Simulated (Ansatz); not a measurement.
Reaction (isomerisation): `CCOCF` → `CC(O)CF`

Calculated with Ansatz (gas phase, PBE0-D4/def2-TZVP geometries, no zero-point term in ΔE). CBS: MP2 limit from def2 TZ/QZ plus the TZ coupled-cluster correction, frozen cores. One conformer a species, not always the lowest.

`CCOCF`:

Z-matrix (Å, degrees):
```
C
C 1 1.505
H 1 1.092 2 110.1
H 1 1.091 2 110.6 3 -119.7
H 1 1.092 2 110.8 3 120.1
O 2 1.422 1 108.4 3 180.0
H 2 1.095 1 111.0 3 59.6
H 2 1.099 1 111.0 3 -60.3
C 6 1.361 2 114.3 1 174.8
F 9 1.385 6 111.4 2 71.0
H 9 1.091 6 107.7 2 -171.2
H 9 1.099 6 112.1 2 -47.8
```

`CC(O)CF`:

Cartesian coordinates in Å:
```
C 0.725 -1.163 -0.307
C 0.304 0.282 -0.184
O 1.075 0.874 0.840
C -1.167 0.397 0.134
F -1.499 1.740 0.262
H 0.534 -1.697 0.626
H 0.186 -1.661 -1.116
H 1.793 -1.220 -0.518
H 0.485 0.801 -1.137
H 0.740 1.766 0.977
H -1.784 -0.028 -0.663
H -1.394 -0.092 1.086
```

```
  species  CCSD(T)/CBS(def2) energy (Eh)
  `CCOCF`                     -293.32300
`CC(O)CF`                     -293.33195
```

Q: Work out ΔE.

A: ΔE = (-293.33195) − (-293.32300) = -0.00895 Eh = -23.5 kJ/mol.

Largest T1 diagnostic among the species: 0.011.

Leaving LDA and LC-ωPBE aside and taking each functional with its dispersion term where it has one, the values, not all of them listed here, spread over 7.3 kJ/mol, from PBE-QIDH to BLYP-D4. LDA lies −4.1 kJ/mol from PBE without D4. From BLYP to BHLYP (50 % exact exchange), in def2-TZVPP and without D4, ΔE moves by −4.7 kJ/mol. At CCSD(T), def2-SVP lies +9.3 kJ/mol from the extrapolated value and def2-TZVPP +3.4 kJ/mol.
